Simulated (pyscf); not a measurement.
**Hydrogen abstraction: H₃C–SeH + H atom (H•) → •H₂C–SeH + hydrogen (H₂)**

Gas phase, doublet surface, charge 0. Bonds broken: C1–H3. Bonds formed: H3–H7. Structures and frequencies: ωB97X-D3(BJ)/def2-SVP in PySCF.

Transition state (Å):

```xyz
7

C     -1.1323    -0.2142    -0.0368
Se    -0.6657     1.4292     0.8039
H     -0.5131    -0.3437    -1.2232
H     -2.1966    -0.2150    -0.3050
H     -0.8372    -1.1145     0.5164
H      0.6852     1.0112     1.1922
H     -0.0932    -0.4751    -2.0709
```

One imaginary mode, 1532i cm⁻¹; descent along it reached the two sides named.

```
bond   change  reactant side (Å)  saddle  product side
-----  ------  -----------------  ------  ------------
C1–H3  breaks              1.098   1.345           3.0
H3–H7   forms                3.2   0.955         0.761
```

Electronic energies relative to the separated reactants (kcal/mol):

```csv
level,barrier,reaction energy,reverse barrier
ωB97X-D3(BJ)/def2-TZVP,10.5,-3.7,14.3
PBE/def2-TZVP,4.0,-4.8,8.8
r²SCAN/def2-TZVP,3.3,-8.1,11.4
B3LYP-D3(BJ)/def2-TZVP,4.5,-7.5,12.0
PBE0-D3(BJ)/def2-TZVP,7.3,-3.3,10.6
M06-2X/def2-TZVP,11.8,-3.3,15.1
ωB97M-D3(BJ)/def2-TZVP,10.4,-3.8,14.2
HF/def2-TZVP,22.3,-1.8,24.1
```

With ωB97M-D3(BJ)/def2-TZVP energies and thermal terms (ideal gas, 1 atm, RRHO with modes under 100 cm⁻¹ raised to 100, one conformer, R ln 2 for chiral ones without a mode under 150 cm⁻¹), in kcal/mol:

| T (K) | ΔH‡ | ΔG‡ | ΔH | ΔG |
|---|---|---|---|---|
| 298 | 7.8 | 14.4 | -5.9 | -8.0 |
| 600 | 7.5 | 21.1 | -5.3 | -10.5 |
| 900 | 7.5 | 27.9 | -5.3 | -13.0 |
| 1200 | 7.4 | 34.8 | -5.6 | -15.6 |

This saddle turned up in a search for another step; its sides and bond changes are read from the two ends of the descent. •H₂C–SeH lies 23.0 kcal/mol over its isomer H₃C–Se• (electronic energy, ωB97M-D3(BJ)/def2-TZVP). This is the saddle that the search found; another between the same sides may lie lower. The angle at the transferred H is 177°. Elements up to Kr have no core potential and no relativistic terms here.
